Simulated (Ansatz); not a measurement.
The same path of CH5Si2 (8 atoms, charge 0, multiplicity 2) was run 3 times with different band settings.

Method: UKS PBE0-D4/6-31G* in Ansatz.

Relaxed end points:

```xyz
8
Properties=species:S:1:pos:R:3
Si -0.753 1.393 -1.159
C -0.099 0.212 -0.143
Si 0.595 -1.091 0.918
H -2.214 1.576 -1.344
H 0.085 2.343 -1.932
H -0.350 -2.243 1.004
H 1.883 -1.589 0.354
H 0.854 -0.600 2.302
```

```xyz
8
Properties=species:S:1:pos:R:3
Si -0.746 1.399 -1.157
C -0.126 0.196 -0.145
Si 0.580 -1.101 0.915
H -1.058 1.163 -2.588
H -1.035 2.776 -0.688
H -0.476 -1.848 1.659
H 1.346 -2.080 0.090
H 1.515 -0.505 1.914
```

Common settings: climbing image yes; spring 5.0 eV/Å²; optimiser quadratic models (default); start path through a guess of the saddle point; force threshold 0.05 eV/Å; end points relaxed.

| run | movable images | iteration limit |
| --- | --- | --- |
| 1 | 5 | 51 |
| 2 | 3 | 60 |
| 3 | 1 | 60 |

**Question.** What does each run give, and how far can it be trusted?

**Answer.** Run 1: converged after 7 iterations, highest image 0.000 eV above the first end. The top lies less than 8 meV above the higher end, about what the thresholds resolve: that end is a shoulder or a very shallow well. A vibrational analysis at the climbing image gives no mode beyond 40i cm⁻¹: the surface is too flat there to confirm a saddle point.
Run 2: converged after 7 iterations, highest image 0.000 eV above the first end. The top lies less than 8 meV above the higher end, about what the thresholds resolve: that end is a shoulder or a very shallow well. Another band between the same ends (5 images) ends at a top of the same energy, where a vibrational analysis finds no clearly imaginary modes. So few images can step over the top or miss a turn of the path.
Run 3: converged after 6 iterations, highest image 0.001 eV above the first end. The top lies less than 8 meV above the higher end, about what the thresholds resolve: that end is a shoulder or a very shallow well. Another band between the same ends (5 images) ends at a top of the same energy, where a vibrational analysis finds no clearly imaginary modes. So few images can step over the top or miss a turn of the path.
